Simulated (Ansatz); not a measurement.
Ansatz (an electronic-structure program) input for HO, SMILES [OH] (connectivity only; charge and spin as stated), charge -1, multiplicity 1, CAM-B3LYP/def2-TZVPD. Geometry optimised at r2SCAN-D4/def2-TZVPD. The multiplicity is an assumed one; other spin states were not compared.

Ansatz 0.2 input:
```yaml
crystal:
  periodic: [false, false, false]
  atoms:
    - {symbol: O, position_ang: [0.00000000, 0.00000000, -0.10747995]}
    - {symbol: H, position_ang: [0.00000000, 0.00000000, 0.85983959]}
basis:
  gaussian:
    orbitals: def2-TZVPD
hamiltonian:
  xc: {name: CAM-B3LYP}
total_charge: -1
```

It prints:

```
WARN ansatz: RAYON_NUM_THREADS=1 ignored (pool sized by the plan → 1); use --threads N
Functional definition: CAM-B3LYP
integrals: 0.00 GiB planned
235 factors; their error is unknown
integrals: 0.04 GiB planned
94 factors; integrals over basis functions are off by at most 2.8e-5 eV
mean field: 0.08 GiB planned
mean field evaluation 1: about -2059.8525 eV, gradient 4.2e1 eV
mean field evaluation 2: about -2055.7373 eV, gradient 7.0e1 eV
mean field evaluation 4: about -2062.9200 eV, gradient 3.0e-1 eV
mean field evaluation 8: about -2062.9246 eV, gradient 1.8e-1 eV
mean field -2062.92467206 eV, -75.8110833976 hartree, gradient 2.7e-5 eV, S^2 0.000000; 0 other end points of the search recorded, 0 dependent functions left out
reference -2062.92475154 eV, -75.8110863185 hartree; 5, 5 occupied and 44, 44 virtual orbitals, 235 factors
Total energy: -2062.92475154 eV, -75.8110863185 hartree
```

The calculation finished and met its thresholds.

Cost: around 0.17 core-seconds (rough).
